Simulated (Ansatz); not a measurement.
Ansatz (a first-principles code) input (FCI/STO-3G):

Ansatz 0.2 input:
```yaml
crystal:
  periodic: [false, false, false]
  atoms:
    - {symbol: Al, position_ang: [-0.00383302, 0.77670458, 0.02693831]}
    - {symbol: Cl, position_ang: [1.82205043, -0.28761349, -0.02117671]}
    - {symbol: Cl, position_ang: [-1.81911930, -0.30633707, 0.00057682]}
basis:
  gaussian:
    orbitals: STO-3G
magnetization: {spin_polarized: true, initial_magnetization: 1}
correlation: {method: fci, electrons: outside_noble_gas}
```

End of the output:

```
integrals: 0.01 GiB planned
470 factors; integrals over basis functions are off by at most 2.9e-8 eV
mean field: 0.10 GiB planned
mean field evaluation 1: about -31245.0626 eV, gradient 1.3e1 eV
mean field evaluation 2: about -31245.0811 eV, gradient 1.3e1 eV
mean field evaluation 4: about -31247.1056 eV, gradient 1.2e0 eV
mean field evaluation 8: about -31247.1444 eV, gradient 1.3e-2 eV
mean field -31247.14444354 eV, -1148.3113782249 hartree, gradient 2.2e-6 eV, S^2 0.753870; 0 other end points of the search recorded, 0 dependent functions left out
mean field evaluation 16: about -31247.1180 eV, gradient 1.9e-1 eV
15 core orbitals not correlated
reference -31247.11803346 eV, -1148.3104076722 hartree; 9, 8 occupied and 3, 4 virtual orbitals, 470 factors
configuration interaction: 0.05 GiB planned
state -31247.91786033 eV, -1148.3398007678 hartree
Total energy: -31247.91786033 eV, -1148.3398007678 hartree
```

It need not be the lowest isomer of its formula.
